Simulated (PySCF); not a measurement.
**Worked example: correlation energy of AlGeH$_{4}$⁺ (H-bridged), singlet**

Geometry: that of the AlGeH4 (H-bridged), doublet, kept fixed.

```xyz
6

Ge    0.0000    0.0000    0.7847
Al    0.0000    0.0000   -1.8784
H    -1.1260    0.0000   -0.5236
H     1.1260    0.0000   -0.5236
H     0.0000   -1.4027   -2.6096
H     0.0000    1.4027   -2.6096
```

Basis cc-pVDZ; PySCF 2.14.0. Only valence electrons are correlated (noble-gas cores and the filled d shells of p-block atoms frozen), which leaves 10 electrons in 46 orbitals. Prefix R: restricted or restricted open-shell reference. No spin–orbit coupling is included, and no scalar relativity.

Full CI isn't at hand for all of this; RCCSDT(Q) serves as the reference, and is uncertain by the last step of the cluster series or more.

RCCSD has a T1 diagnostic of 0.016 and a largest doubles amplitude of 0.06.

```tsv
level	total energy (hartree)
RHF	-2319.268235
RMP2	-2319.415762
RCCSD	-2319.459180
RCCSD(T)	-2319.463542
RCCSDT	-2319.464629
RCCSDT(Q)	-2319.464802
```

**Question.** What is the correlation energy at RCCSDT(Q), and what share of it do RMP2 and RCCSD(T) recover?

**Answer.** E(corr) = -2319.464802 − (-2319.268235) = -0.196567 hartree = -5.349 eV. RMP2: -0.147527 / -0.196567 = 75.05 %. RCCSD(T): -0.195307 / -0.196567 = 99.36 %.

**Question.** By how many kcal/mol does RCCSD(T) miss RCCSDT(Q) (1 hartree = 627.509 kcal/mol), and which steps make up the rest?

**Answer.** -2319.463542 − (-2319.464802) = 0.001260 hartree = 0.79 kcal/mol. Steps: RCCSDT − RCCSD(T) = -0.68, RCCSDT(Q) − RCCSDT = -0.11 kcal/mol. That is within 1 kcal/mol of the reference in this basis, which itself misses far more of the correlation at the basis-set limit.
